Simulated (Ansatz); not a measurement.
**[CH$_{3}$···H···H], doublet: reading a ladder of total energies**

Geometry: a point of a hydrogen-transfer path between rigid fragments, not a stationary point.

```yaml
atoms:
  - { symbol: C, position_ang: [-0.1586, 0.0000, 0.0000] }
  - { symbol: H, position_ang: [-0.5218, 1.0273, 0.0000] }
  - { symbol: H, position_ang: [-0.5218, -0.5137, 0.8897] }
  - { symbol: H, position_ang: [-0.5218, -0.5137, -0.8897] }
  - { symbol: H, position_ang: [1.2844, 0.0000, 0.0000] }
  - { symbol: H, position_ang: [2.1704, 0.0000, 0.0000] }
```

Basis cc-pVTZ; Ansatz 0.2.0. Correlated methods freeze the noble-gas cores, which leaves 9 electrons in 99 orbitals. Prefix R: restricted or restricted open-shell reference; prefix U: unrestricted.

Full CI isn't at hand for all of this; UCCSDT(Q) serves as the reference, and is uncertain by about the last step of the cluster series.

Runs differ by some tens of microhartree through their thresholds and, for an open shell, their frozen cores, so steps under 0.03 kcal/mol mean nothing.

```csv
level,total energy (hartree)
UHF,-40.672670
UMP2,-40.875775
UCCSD,-40.903560
UCCSD(T),-40.910271
UCCSDT,-40.910906
UCCSDT(Q),-40.911096
```

Question: What is the correlation energy at UCCSDT(Q), and what share of it do UMP2 and UCCSDT recover?

Answer: E(corr) = -40.911096 − (-40.672670) = -0.238426 hartree = -6.488 eV. UMP2: -0.203105 / -0.238426 = 85.19 %. UCCSDT: -0.238236 / -0.238426 = 99.92 %.

Question: By how many kcal/mol does UCCSD(T) miss UCCSDT(Q) (1 hartree = 627.509 kcal/mol), and which steps make up the rest?

Answer: -40.910271 − (-40.911096) = 0.000825 hartree = 0.52 kcal/mol. Steps: UCCSDT − UCCSD(T) = -0.40, UCCSDT(Q) − UCCSDT = -0.12 kcal/mol. That is within 1 kcal/mol of the reference in this basis, which itself misses far more of the correlation at the basis-set limit.
